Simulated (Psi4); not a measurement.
# CH3AlO (SMILES [CH3][Al]=[O]): a first try and a second

Wanted: the harmonic vibrations of CH3AlO, HF/aug-cc-pCVDZ (density fitting).

The calculation is run with Psi4 1.11.

### 1 The system as given

CH3AlO: 6 atoms, total charge 0, spin state singlet. As SMILES, `[CH3][Al]=[O]`. The shape is that of a PBE0-D4/def2-TZVP optimisation.

Bond lengths: C1–Al2 1.935 Å, Al2–O3 1.596 Å, C1–H4 1.092 Å, C1–H5 1.092 Å, C1–H6 1.092 Å. Angles: C1–Al2–O3 180.0°, Al2–C1–H4 110.5°, Al2–C1–H5 110.5°, Al2–C1–H6 110.5°, H4–C1–H5 108.4°, H4–C1–H6 108.4°, H5–C1–H6 108.4°.

### 2 First attempt

input.inp

```
memory 1600 mb

molecule geom {
  C     -0.77951203     0.94146156    -0.59601962
  Al     1.31657219    -1.59001556     1.00627916
  O      3.04567160    -3.67797396     2.32833156
  H      0.12321014     2.79509391    -0.49869872
  H     -2.61462507     1.05994738     0.34166248
  H     -1.09112786     0.47129770    -2.58155486
  units bohr
}

set globals {
  basis aug-cc-pCVDZ
  reference rhf
  scf_type df
  max_scf_iter 100
}

e, wfn = frequency('scf', return_wfn=True)
```

Launch:

```bash
psi4 -i input.inp -o input.out -n 1
```

input.out:

```text
Psi4 1.11 release

Error: option MAX_SCF_ITER is not contained in the list of available options.

Did you mean?

RuntimeError:
Fatal Error: MAX_SCF_ITER is not a valid option.

Printing out the relevant lines from the Psithon --> Python processed input file:
    ""","geom")
    core.IO.set_default_namespace("geom")
    core.set_global_option("BASIS", "aug-cc-pCVDZ")
    core.set_global_option("REFERENCE", "rhf")
    core.set_global_option("SCF_TYPE", "df")
--> core.set_global_option("MAX_SCF_ITER", 100)
    e, wfn = frequency('scf', return_wfn=True)

!----------------------------------------------------------------------------------!
!                                                                                  !
! Fatal Error: MAX_SCF_ITER is not a valid option.                                 !
!                                                                                  !
!----------------------------------------------------------------------------------!

    Psi4 run time: 0:00:00.06
```

Wall time 2 s (1 thread of Intel Xeon Platinum 8259CL at 2.50GHz (Skylake/Cascade Lake), shared host); peak memory 0.14 GiB.

### 3 Reading the log

The input was rejected.

The log says `Fatal Error: MAX_SCF_ITER is not a valid option.`. The cause is that the input text is malformed or holds a word that the program doesn't know.

### 4 Second attempt

calc.in

```
memory 1.6 GB

molecule m {
  0 1
  C     -0.77951203     0.94146156    -0.59601962
  Al     1.31657219    -1.59001556     1.00627916
  O      3.04567160    -3.67797396     2.32833156
  H      0.12321014     2.79509391    -0.49869872
  H     -2.61462507     1.05994738     0.34166248
  H     -1.09112786     0.47129770    -2.58155486
  units au
}

set basis aug-cc-pCVDZ
set reference rhf
set scf_type df
set rotational_symmetry_number 3

energy_value, wavefunction = frequency('scf', return_wfn=True)
print_variables()
```

Launch:

```bash
psi4 calc.in calc.out -n 1
```

calc.out:

```text
Psi4 1.11 release

gradient() will perform analytic gradient computation.

   => Loading Basis Set <=

    Name: AUG-CC-PCVDZ
    Role: ORBITAL
    Keyword: BASIS

         ---------------------------------------------------------
                                   SCF
                              RHF Reference
                        1 Threads,   1525 MiB Core
         ---------------------------------------------------------

  ==> Geometry <==

    Molecular point group: c1
    Full point group: C1

    Geometry (in Bohr), charge = 0, multiplicity = 1:

       Center              X                  Y                   Z               Mass
    ------------   -----------------  -----------------  -----------------  -----------------
         C           -2.008370098718     2.425467087406    -1.535334029163    12.000000000000
         AL           0.087714121282    -0.106010032594     0.066964750837    26.981538530000
         O            1.816813531282    -2.193968432594     1.389017150837    15.994914619570
         H           -1.105647928718     4.279099437406    -1.438013129163     1.007825032230
         H           -3.843483138718     2.543952907406    -0.597651929163     1.007825032230
         H           -2.319985928718     1.955303227406    -3.520869269163     1.007825032230

  Running in c1 symmetry.

[... 82 lines left out ...]
                           Total Energy        Delta E     RMS |[F,P]|
[... 6 lines left out ...]
   @DF-RHF iter   5:  -356.38725417586164   -4.83573e-04   4.71452e-05 DIIS
[... 5 lines left out ...]
   @DF-RHF iter  11:  -356.38729320359408   -3.31283e-10   2.48167e-08 DIIS
[... 35 lines left out ...]
    One-Electron Energy =                -660.9050106318014741
[... 205 lines left out ...]
                           Total Energy        Delta E     RMS |[F,P]|
[... 6 lines left out ...]
   @DF-RHF iter   5:  -356.38725417592030   -4.83573e-04   4.71452e-05 DIIS
[... 5 lines left out ...]
   @DF-RHF iter  11:  -356.38729320365275   -3.31227e-10   2.48167e-08 DIIS
[... 35 lines left out ...]
    One-Electron Energy =                -660.9050106318111375
[... 106 lines left out ...]
    Convergence         =   1.000E-06
[... 222 lines left out ...]
  "SCF TOTAL ENERGY"             =>    -356.387293203670
[... 6 lines left out ...]
  Array Variable Map:
  ----------------------------------------------------------------------------
  "CURRENT DIPOLE"               =>      -1.522326049430 ... -1.163971466102 1 by 3
  "CURRENT DIPOLE GRADIENT"      =>      -0.260325384821 ... -0.077504429115 18 by 3
  "CURRENT GRADIENT"             =>       0.002555115062 ... -0.000735628091 6 by 3
  "CURRENT HESSIAN"              =>       0.478758963430 ... 0.340542928056 18 by 18
  "HF TOTAL GRADIENT"            =>       0.002555115062 ... -0.000735628091 6 by 3
  "HF TOTAL HESSIAN"             =>       0.478758963430 ... 0.340542928056 18 by 18
  "SCF DIPOLE"                   =>      -1.522326049430 ... -1.163971466102 1 by 3
  "SCF DIPOLE GRADIENT"          =>      -0.260325384821 ... -0.077504429115 18 by 3
  "SCF TOTAL ENERGIES"           =>    -355.127877161963 ... -356.387293203670 1 by 13
  "SCF TOTAL GRADIENT"           =>       0.002555115062 ... -0.000735628091 6 by 3
  "SCF TOTAL HESSIAN"            =>       0.478758963430 ... 0.340542928056 18 by 18

    Psi4 run time: 0:01:17.23
```

The script printed:

```text
Warning: used thermodynamics relations inappropriate for low-frequency modes: ['198.2646' '198.3087' '617.9462']
```

Wall time 79 s (1 thread of Intel Xeon Platinum 8259CL at 2.50GHz (Skylake/Cascade Lake), shared host); peak memory 0.38 GiB.

### 5 Results

At HF/aug-cc-pCVDZ (density fitting):

```
                                                 quantity             value
                                             total energy     -356.38729 Eh
                                            dipole moment            6.75 D
                                              HOMO energy         -10.58 eV
                                              LUMO energy           0.25 eV
                                            HOMO–LUMO gap          10.84 eV
                               lowest harmonic wavenumber          198 cm⁻¹
                              highest harmonic wavenumber         3236 cm⁻¹
                                        zero-point energy      105.7 kJ/mol
ideal-gas entropy at 298.15 K (symmetry number 3 as used)  63.2 cal/(mol K)
```

In words: All 12 modes are real. The vibrations are taken at a shape not relaxed at this level, so they aren't the harmonic values of a minimum.
